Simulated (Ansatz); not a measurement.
Relaxation of H3NSi2 (6 atoms, charge 0, multiplicity 1), to a largest force component of 0.02 eV/Å in at most 50 steps.

These are results of RKS r2SCAN/def2-SVP (Ansatz 0.2.0), not measurements.

```xyz
6
Properties=species:S:1:pos:R:3
N 1.284 -2.451 1.357
Si 0.632 -1.207 0.668
Si -0.319 0.609 -0.337
H -1.539 0.210 -1.068
H 0.626 1.218 -1.295
H -0.684 1.621 0.674
```

Task: Where does it end, and by what steps?

Result: It converged. After 3 steps the energy has fallen by 0.050 eV; Si3 moved furthest, 0.06 Å.

| step | energy less start (eV) | largest force component (eV/Å) | accepted |
| --- | --- | --- | --- |
| 0 | 0.0000 | 0.697 | yes |
| 1 | -0.0456 | 0.298 | yes |
| 2 | -0.0498 | 0.099 | yes |
| 3 | -0.0500 | 0.005 | yes |

```xyz
6
Properties=species:S:1:pos:R:3
N 1.292 -2.468 1.367
Si 0.634 -1.211 0.671
Si -0.343 0.655 -0.363
H -1.561 0.180 -1.076
H 0.661 1.214 -1.309
H -0.684 1.629 0.711
```

Whether the end is a true minimum wasn't checked by a vibrational analysis.

Time of the run: 6.1 s on 1 thread of Intel(R) Xeon(R) 6975P-C (Granite Rapids) (shared host), peak memory 0.16 GiB.
